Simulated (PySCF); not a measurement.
Rows and methods have been separated. Pair them.

Butanenitrile, C4H7N.
InChI=1S/C4H7N/c1-2-3-4-5/h2-3H2,1H3

The closed-shell ground state was solved 4 times with PySCF (density fitting, gas phase), always in the pcSseg-2 basis (278 functions), with these functionals: B97-2, KT3, PBE0 and wB97X-D. One conformer (not necessarily the lowest) at the PBE0-D3(BJ)/def2-TZVP geometry, without solvent, vibrations or thermal averaging.

```csv
row,total energy (Eh),HOMO (eV),LUMO (eV),dipole (D)
P,-214.8372,-7.96,-0.77,4.01
Q,-211.1991,-9.29,0.15,4.14
R,-211.3865,-11.20,1.87,4.16
S,-211.3809,-9.01,0.16,4.12
```

**Question.** Which functional belongs to which row?

**Answer.** P = KT3, Q = PBE0, R = wB97X-D, S = B97-2. By rising HOMO–LUMO gap: KT3 (GGA) 7.19 eV; B97-2 (global hybrid, 21 % exact exchange) 9.17 eV; PBE0 (global hybrid, 25 % exact exchange) 9.44 eV; wB97X-D (range-separated hybrid) 13.07 eV. Total energies of different functionals aren't bounds to one another; each is stationary for its own functional.

Conformer computed: `[CH3:1][CH2:2][CH2:3][C:4]#[N:5]`: C1–C2–C3–C4 -62°.

The pairwise dispersion term of wB97X-D wasn't added to the energies; at a given geometry it leaves orbitals and properties as they are.
